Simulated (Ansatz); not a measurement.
One geometry of the cluster Li₃H₃, several levels of theory.

```yaml
crystal:
  periodic: [false, false, false]
  atoms:
    - {symbol: Li, position_ang: [0.304222, 0.313426, -0.035803]}
    - {symbol: Li, position_ang: [-0.234285, -0.542419, 3.086014]}
    - {symbol: Li, position_ang: [1.880840, 2.145662, -2.357147]}
    - {symbol: H, position_ang: [-0.848156, -0.721006, -1.433547]}
    - {symbol: H, position_ang: [-0.011219, -0.162800, 1.533044]}
    - {symbol: H, position_ang: [-1.091402, -1.032851, -0.792552]}
basis:
  gaussian: {orbitals: def2-TZVP}
magnetization: {spin_polarized: true, initial_magnetization: 2}
hamiltonian: {xc: pbe0, dispersion: d4}
scf: {omitted_lower_state_checks: [starts]}
output: {orbitals: {seedname: orbitals}}
```

The file start.molden holds the orbitals of an earlier run on this structure, at another level or in another basis.

```sh
$ ansatz run in.yaml --threads 4 --pin off --events-out ev --progress --plain --max-ram 3916MiB
```

Shortened log:

```
Functional definition: PBE0
519 factors; their error is unknown
mean field evaluation 1: about -656.9246 eV, gradient 1.0e1 eV
mean field evaluation 2: about -656.9916 eV, gradient 7.1e0 eV
mean field evaluation 4: about -657.7027 eV, gradient 3.3e0 eV
mean field evaluation 8: about -658.4190 eV, gradient 4.4e-1 eV
mean field evaluation 16: about -658.4215 eV, gradient 3.4e-2 eV
mean field evaluation 32: about -658.4216 eV, gradient 3.9e-6 eV
mean field -658.42158004 eV, -24.1965467724 hartree, gradient 3.9e-6 eV, S^2 2.000279; 0 other end points of the search recorded, 0 dependent functions left out
reference -658.42162642 eV, -24.1965484766 hartree; 7, 5 occupied and 53, 55 virtual orbitals, 519 factors
Total energy: -658.53147160 eV, -24.2005852125 hartree
Checks for a lower state left out: starts
```

Hardware: 4 threads of Arm Neoverse V1 on a shared host. Wall time 0.8 s.

First input, but with `gaussian: {orbitals: def2-TZVP, initial_orbitals: start.molden}`, `hamiltonian: {xc: r2scan, dispersion: d4}` (abridged; 1.4 s):

```
Functional definition: r2SCAN
mean field -659.71086982 eV, -24.2439272977 hartree, gradient 2.8e-6 eV, S^2 2.000380
Total energy: -659.74797544 eV, -24.2452909042 hartree
Checks for a lower state left out: starts
```

As the first input, with `gaussian: {orbitals: def2-TZVP, initial_orbitals: start.molden}`, `hamiltonian: {xc: pbe, dispersion: d4}` (abridged; 0.55 s):

```
Functional definition: PBE
mean field -658.08229623 eV, -24.1840783224 hartree, gradient 2.1e-5 eV, S^2 2.000220
Total energy: -658.20782350 eV, -24.1886913643 hartree
Checks for a lower state left out: starts
```

Geometry: PBE0-D4/def2-TZVP, that of the charge +1 doublet.

At r2SCAN-D4/def2-TZVP, PBE-D4/def2-TZVP the gap within one spin of the charge 0 triplet nearly closes, so an electron or hole may be smeared out by delocalisation error. At PBE0-D4/def2-TZVP a singlet of charge 0 lies 0.40 eV below the triplet at the same geometry. The structure comes from a short search, and lower isomers may exist.
